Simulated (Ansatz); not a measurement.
Density of states of Sb (Pm-3m, a = 3.088 Å, b = 3.088 Å, c = 3.088 Å, α = 90.00°, β = 90.00°, γ = 90.00°), in states per eV and primitive cell, averaged over bins of 0.4 eV. Method: Ansatz 0.2.0, DFT r2SCAN, scalar-relativistic, plane waves, PAW.

Cutoff 500 eV; k points 14×14×14 on the computed 1-atom cell (Γ-centred); Gaussian smearing, width 0.10 eV; no spin polarisation.

The cell is relaxed at this level. The states (both spins) are summed by tetrahedra on a 21×21×21 mesh at the self-consistent density. Energies are bin centres; the table starts no lower than −8 eV and ends at 6 eV, or lower where the solved bands end.

It is a metal at this level.

| E − E_F (eV) | total | Sb 5p | Sb 5s |
| --- | --- | --- | --- |
| -7.85 | 0.28 | 0.06 | 0.23 |
| -7.45 | 0.20 | 0.04 | 0.16 |
| -7.05 | 0.13 | 0.03 | 0.10 |
| -6.65 | 0.09 | 0.02 | 0.07 |
| -6.25 | 0.06 | 0.01 | 0.05 |
| -5.85 | 0.10 | 0.06 | 0.04 |
| -5.45 | 0.22 | 0.19 | 0.03 |
| -5.05 | 0.30 | 0.27 | 0.02 |
| -4.65 | 0.38 | 0.35 | 0.02 |
| -4.25 | 0.47 | 0.44 | 0.02 |
| -3.85 | 0.65 | 0.62 | 0.03 |
| -3.45 | 0.70 | 0.66 | 0.03 |
| -3.05 | 0.67 | 0.63 | 0.04 |
| -2.65 | 0.67 | 0.62 | 0.04 |
| -2.25 | 0.65 | 0.60 | 0.05 |
| -1.85 | 0.63 | 0.57 | 0.05 |
| -1.45 | 0.56 | 0.50 | 0.05 |
| -1.05 | 0.52 | 0.46 | 0.05 |
| -0.65 | 0.49 | 0.43 | 0.05 |
| -0.25 | 0.48 | 0.41 | 0.05 |
| 0.15 | 0.46 | 0.39 | 0.06 |
| 0.55 | 0.47 | 0.39 | 0.06 |
| 0.95 | 0.46 | 0.39 | 0.06 |
| 1.35 | 0.47 | 0.39 | 0.06 |
| 1.75 | 0.46 | 0.39 | 0.05 |
| 2.15 | 0.47 | 0.40 | 0.05 |
| 2.55 | 0.50 | 0.40 | 0.04 |
| 2.95 | 0.61 | 0.43 | 0.04 |
| 3.35 | 0.67 | 0.46 | 0.03 |
| 3.75 | 0.73 | 0.49 | 0.03 |
| 4.15 | 0.76 | 0.47 | 0.02 |
| 4.55 | 0.75 | 0.43 | 0.02 |
| 4.95 | 0.82 | 0.43 | 0.01 |
| 5.35 | 0.73 | 0.40 | 0.01 |
| 5.75 | 0.68 | 0.32 | 0.01 |

The columns after the total are the Löwdin projections on the occupied valence shells of the potentials. The rest of the total lies in shells that are empty in the free atom, which aren't projected, and between the atoms.

Spin-orbit coupling is left out, which matters for the bands of heavy elements.

This simple cubic form isn't the element's structure at ambient conditions.

Cost: 1 run of about 0.27 core-minutes, on Arm Neoverse V1 (shared hosts).